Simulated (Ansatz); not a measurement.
# A ladder of methods for SiH4S (Si(SH)H3)

SiH4S has 6 atoms, charge 0, and is taken as a singlet. SMILES: `[H][Si]([H])([H])S`. The shape is that of a GFN2-xTB optimisation.

Quantity: the electronic atomisation energy, in eV. The values are calculated. Electronic energies at fixed atoms, without zero-point motion or spin-orbit coupling.

```json
{"level": "HF/STO-3G", "kind": "Hartree–Fock", "program": "Ansatz", "value (eV)": "17.68", "less FCI/STO-3G": "-2.12"}
{"level": "PBE/STO-3G", "kind": "GGA", "program": "Ansatz", "value (eV)": "23.10", "less FCI/STO-3G": "+3.30"}
{"level": "B3LYP/STO-3G", "kind": "global hybrid", "program": "Ansatz", "value (eV)": "22.85", "less FCI/STO-3G": "+3.05"}
{"level": "r2SCAN0/STO-3G", "kind": "hybrid meta-GGA", "program": "Ansatz", "value (eV)": "22.51", "less FCI/STO-3G": "+2.71"}
{"level": "wB97M-V/STO-3G", "kind": "range-separated hybrid", "program": "Ansatz", "value (eV)": "23.54", "less FCI/STO-3G": "+3.74"}
{"level": "B2PLYP/STO-3G", "kind": "double hybrid", "program": "Ansatz", "value (eV)": "21.61", "less FCI/STO-3G": "+1.81"}
{"level": "RPA@PBE/STO-3G", "kind": "RPA", "program": "Ansatz", "value (eV)": "19.37", "less FCI/STO-3G": "-0.43"}
{"level": "CCSDTQ/STO-3G", "kind": "coupled cluster or CI", "program": "Ansatz", "value (eV)": "19.80", "less FCI/STO-3G": "0.00"}
{"level": "FCI/STO-3G", "kind": "exact in the basis", "program": "Ansatz", "value (eV)": "19.80", "less FCI/STO-3G": "0.00"}
```

FCI/STO-3G is exact within its basis and frozen core, so for wave-function methods in that basis the difference is their error; functionals converge differently with the basis, so for them it is only a difference. The values span 17.68 to 23.54 eV. All rows use very small basis sets, so even the best lies far from the true value.
